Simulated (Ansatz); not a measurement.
Breaking a bond: Li₂, singlet. Each curve is given relative to its own lowest point near equilibrium.

```csv
R / Å,A,B,C,D
2.06,11.4,11.4,14.3,12.0
2.20,6.3,6.3,8.7,6.7
2.34,3.0,2.9,4.7,3.2
2.44,1.4,1.4,2.8,1.6
2.58,0.3,0.2,1.0,0.4
2.64,0.0,0.0,0.5,0.1
2.74,0.0,0.0,0.0,0.0
2.87,0.4,0.4,0.3,0.3
2.93,0.8,0.8,0.7,0.6
2.96,1.0,1.0,1.0,0.8
3.17,2.8,2.8,2.9,2.4
3.43,5.7,5.7,5.4,5.0
3.74,9.4,9.5,7.9,8.6
4.09,13.3,13.8,10.0,12.7
4.52,17.2,18.6,11.7,17.2
4.96,19.9,22.8,12.8,21.2
5.41,21.6,26.2,13.3,24.4
6.12,22.9,30.3,13.8,28.1
6.73,23.4,32.7,13.9,30.2
7.36,23.5,34.4,14.0,31.6
8.20,23.6,35.9,14.0,32.6
```

Energies in kcal/mol.

Question: Which curve belongs to which method? The methods are restricted B3LYP/cc-pVTZ run with Ansatz (a first-principles code); Ansatz with restricted PBE/cc-pVTZ; Ansatz with CCSD(T) on UHF/cc-pVTZ, frozen core; MP2 on UHF/cc-pVTZ, frozen core run with Ansatz.

Answer: A is UCCSD(T); B is RKS-B3LYP; C is UMP2; D is RKS-PBE.

The restricted form behind RKS-B3LYP, RKS-PBE keeps the bonding electrons paired and can't separate into open-shell fragments. The unrestricted determinant behind UCCSD(T), UMP2 is spin-contaminated at 2.06 to 8.20 Å (<S²> up to 1.0, against 0.00 for a pure singlet). With two correlated electrons CCSD is exact in the basis where it finds the lowest root (UCCSD(T)).
